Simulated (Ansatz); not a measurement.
# [SiPH4]− (SMILES [SiH2-]P) at 6 levels

We compute a comparison of 6 runs (BLYP/STO-3G, CAM-B3LYP/STO-3G, PBE/STO-3G, MP2/STO-3G, CCSDT(Q)/STO-3G, CCSDTQ/STO-3G) of [SiPH4]−. 

The results are computed with Ansatz 0.2.0.

## 1. Starting point

[SiPH4]− has 6 atoms, charge -1, and is taken as a singlet. As SMILES, `[SiH2-]P`. The H5–P2 distance was set to 2.063 Å, away from the relaxed value. At this shape a bond of the SMILES string is far longer than usual.

Bond lengths: Si1–P2 2.225 Å, Si1–H3 1.503 Å, Si1–H4 1.503 Å, P2–H6 1.375 Å. Angles: Si1–P2–H6 94.1°, P2–Si1–H3 96.4°, P2–Si1–H4 96.5°, H3–Si1–H4 96.7°. A long bond or contact: P2–H5 2.063 Å.

## 2. The energy at BLYP/STO-3G (run 1)

The input, run.yaml:

```yaml
basis:
  gaussian:
    orbitals: STO-3G
crystal:
  periodic: [false, false, false]
  atoms:
    - {symbol: Si, position_ang: [-0.023650, -1.266870, 0.383570]}
    - {symbol: P, position_ang: [-0.736530, 0.824360, 0.648790]}
    - {symbol: H, position_ang: [-0.768390, -1.847610, 1.553050]}
    - {symbol: H, position_ang: [-1.023380, -1.655130, -0.669670]}
    - {symbol: H, position_ang: [0.407400, 1.565440, -0.899820]}
    - {symbol: H, position_ang: [0.238050, 1.144710, 1.565030]}
total_charge: -1
hamiltonian:
  xc: {name: BLYP}
accuracy: high
```

On the command line:

```sh
$ ansatz run run.yaml --threads 1 --pin off --max-ram 2610MiB --events-out events.jsonl --progress --plain --runs-dir runs
```

What it wrote:

```text
Warning: RAYON_NUM_THREADS=1 ignored (pool sized by the plan → 1); use --threads N
Functional definition: BLYP
  name "BLYP"
  parameter beta = 0.0042
  parameter a = 0.04918
  parameter b = 0.132
  parameter c = 0.2533
  parameter d = 0.349
  exchange = b88_x(beta = beta)
  correlation = lyp_c(a = a, b = b, c = c, d = d)
392 factors; integrals over basis functions are off by at most 2.6e-9 eV
mean field evaluation 1: about -17021.2706 eV, gradient 2.8e1 eV
mean field evaluation 2: about -17010.2265 eV, gradient 4.3e1 eV
mean field evaluation 4: about -17025.5857 eV, gradient 3.7e0 eV
mean field evaluation 8: about -17025.6829 eV, gradient 2.3e-1 eV
mean field evaluation 16: about -17025.6241 eV, gradient 3.1e-5 eV
mean field -17025.62412047 eV, -625.6801460446 hartree, gradient 8.8e-8 eV, S^2 0.000000; 1 other end points of the search recorded, 0 dependent functions left out
reference -17025.62416075 eV, -625.6801475251 hartree; 17, 17 occupied and 5, 5 virtual orbitals, 392 factors
Total energy: -17025.62416075 eV, -625.6801475251 hartree
```

Run time: 0.9 s. Hardware: 1 thread of AMD EPYC 9R14 (Zen 4), shared host; peak memory 0.12 GiB.

## 3. The energy at CAM-B3LYP/STO-3G (run 2)

Changes to run.yaml since step 2:

```diff
@@ -1,4 +1,3 @@
 basis:
-  gaussian:
-    orbitals: STO-3G
+  gaussian: {orbitals: STO-3G}
 crystal:
@@ -13,4 +12,3 @@
 total_charge: -1
-hamiltonian:
-  xc: {name: BLYP}
+hamiltonian: {xc: {name: CAM-B3LYP}}
 accuracy: high
```

On the command line:

```sh
$ ansatz run run.yaml --threads 1 --pin off --max-ram 2610MiB --events-out events.jsonl --progress --plain --runs-dir runs
```

What it wrote:

```text
Warning: RAYON_NUM_THREADS=1 ignored (pool sized by the plan → 1); use --threads N
Functional definition: CAM-B3LYP
  name "CAM-B3LYP"
  parameter alpha = 0.19
  parameter beta = 0.46
  parameter omega = 0.33/bohr
  parameter ac = 0.81
  exchange = (1 - alpha - beta)*b88_x + beta*b88_x_sr(omega) + alpha*exact_x + beta*exact_x_lr(omega)
  correlation = (1 - ac)*vwn5_c + ac*lyp_c
392 factors; integrals over basis functions are off by at most 2.6e-9 eV
173 factors; integrals over basis functions are off by at most 1.5e-9 eV
mean field evaluation 1: about -17024.0795 eV, gradient 1.9e1 eV
mean field evaluation 2: about -17024.0243 eV, gradient 2.1e1 eV
mean field evaluation 4: about -17026.2315 eV, gradient 2.2e-1 eV
mean field evaluation 8: about -17026.1875 eV, gradient 1.7e-3 eV
mean field evaluation 16: about -17026.1875 eV, gradient 5.5e-7 eV
mean field -17026.18745256 eV, -625.7008481173 hartree, gradient 1.1e-8 eV, S^2 0.000000; 0 other end points of the search recorded, 0 dependent functions left out
reference -17026.18746693 eV, -625.7008486454 hartree; 17, 17 occupied and 5, 5 virtual orbitals, 392 factors
Total energy: -17026.18746693 eV, -625.7008486454 hartree
```

It took 1.1 s on 1 thread of AMD EPYC 9R14 (Zen 4), shared host; peak memory 0.12 GiB.

Run 3 isn't shown in full; the table further down has it.

## 4. A single-point energy at MP2/STO-3G (run 4)

Changes to run.yaml since step 3:

```diff
@@ -1,3 +1 @@
-basis:
-  gaussian: {orbitals: STO-3G}
 crystal:
@@ -11,4 +9,9 @@
     - {symbol: H, position_ang: [0.238050, 1.144710, 1.565030]}
+basis:
+  gaussian:
+    orbitals: STO-3G
 total_charge: -1
-hamiltonian: {xc: {name: CAM-B3LYP}}
+correlation:
+  method: mp2
+  frozen_orbitals: {H: 0, P: 5, Si: 5}
 accuracy: high
```

On the command line:

```sh
$ ansatz run run.yaml --threads 1 --pin off --max-ram 2610MiB --events-out events.jsonl --progress --plain --runs-dir runs
```

What it wrote:

```text
Warning: RAYON_NUM_THREADS=1 ignored (pool sized by the plan → 1); use --threads N
Functional definition: HF
  name "HF"
  exchange = exact_x
  correlation = 0
392 factors; integrals over basis functions are off by at most 2.6e-9 eV
mean field evaluation 1: about -16992.8220 eV, gradient 1.3e1 eV
mean field evaluation 2: about -16992.8665 eV, gradient 1.3e1 eV
mean field evaluation 4: about -16993.9326 eV, gradient 1.0e0 eV
mean field evaluation 8: about -16993.9439 eV, gradient 2.1e-2 eV
mean field -16993.94394471 eV, -624.5159210593 hartree, gradient 7.9e-8 eV, S^2 0.000000; 0 other end points of the search recorded, 0 dependent functions left out; unrestricted orbitals would lower it
mean field evaluation 16: about -16994.3272 eV, gradient 4.8e-1 eV
10 core orbitals not correlated: weight in the atoms' cores, before any rotation towards them, 1.000 or more for the frozen orbitals, at most 0.000 for the correlated occupied ones
reference -16993.94394471 eV, -624.5159210593 hartree; 7, 7 occupied and 5, 5 virtual orbitals, 392 factors
second order -2.34591763 eV of doubles, -0.00000000 eV of singles
Total energy: -16996.28986234 eV, -624.6021319419 hartree
```

Run time: 0.14 s. Hardware: 1 thread of AMD EPYC 9R14 (Zen 4), shared host.

Run 5 isn't shown in full; the table further down has it.

## 5. The energy at CCSDTQ/STO-3G (run 6)

The input, molecule.yaml:

```yaml
crystal:
  periodic: [false, false, false]
  atoms:
    - symbol: Si
      position_ang: [-0.023650, -1.266870, 0.383570]
    - symbol: P
      position_ang: [-0.736530, 0.824360, 0.648790]
    - symbol: H
      position_ang: [-0.768390, -1.847610, 1.553050]
    - symbol: H
      position_ang: [-1.023380, -1.655130, -0.669670]
    - symbol: H
      position_ang: [0.407400, 1.565440, -0.899820]
    - symbol: H
      position_ang: [0.238050, 1.144710, 1.565030]
basis:
  gaussian:
    orbitals: STO-3G
total_charge: -1
correlation:
  method: ccsdtq
  frozen_orbitals: {H: 0, P: 5, Si: 5}
accuracy: high
scf:
  omitted_lower_state_checks: [cluster_reference, increment]
```

On the command line:

```sh
$ ansatz run molecule.yaml --threads 1 --pin off --max-ram 2610MiB --events-out events.jsonl --progress --plain --runs-dir runs
```

What it wrote (excerpt; [...] marks lines left out):

```text
Warning: RAYON_NUM_THREADS=1 ignored (pool sized by the plan → 1); use --threads N
[... 2 set-up lines as earlier in the session ...]
[...]
392 factors; integrals over basis functions are off by at most 2.6e-9 eV
[...]
mean field -16993.94394471 eV, -624.5159210593 hartree, gradient 7.9e-8 eV, S^2 0.000000; 0 other end points of the search recorded, 0 dependent functions left out; unrestricted orbitals would lower it
10 core orbitals not correlated: weight in the atoms' cores, before any rotation towards them, 1.000 or more for the frozen orbitals, at most 0.000 for the correlated occupied ones
reference -16993.94394471 eV, -624.5159210593 hartree; 7, 7 occupied and 5, 5 virtual orbitals, 392 factors
second order -2.34591763 eV of doubles, -0.00000000 eV of singles
cycle   1  -3.04634037 eV  change   -7.0e-1 eV  update   9.6e-2
[...]
cycle  29  -3.58146369 eV  change   2.6e-10 eV  update  3.4e-10
Total energy: -16997.52540840 eV, -624.6475374223 hartree
Checks for a lower state left out: cluster_reference, increment
```

Wall time 4.2 s (1 thread of AMD EPYC 9R14 (Zen 4), shared host); peak memory 0.12 GiB.

## 6. All runs side by side

```tsv
run	level	frozen core orbitals	energy (Eh)	wall time
1	BLYP/STO-3G	–	-625.680148	0.9 s
2	CAM-B3LYP/STO-3G	–	-625.700849	1.1 s
3	PBE/STO-3G	–	-625.416476	0.97 s
4	MP2/STO-3G	10	-624.602132	0.14 s
5	CCSDT(Q)/STO-3G	10	-624.647539	0.34 s
6	CCSDTQ/STO-3G	10	-624.647537	4.2 s
```

## 7. Outcome

```
                                           quantity          value
                                run 6: total energy  -624.64754 Eh
run 6: correlation energy (10 core orbitals frozen)     -131.6 mEh
                               run 6: T1 diagnostic          0.019
```

In words: Totals of different functionals can't be ranked against each other. In runs 4, 5, 6 the log says that unrestricted orbitals would lower the reference, so the values rest on an unstable closed-shell determinant (other closed-shell runs at this shape may share the fault). In runs 1, 2, 3, 4, 5, 6 the basis is minimal, so the values are rough. All runs together took 7.7 s, the longest 4.2 s.
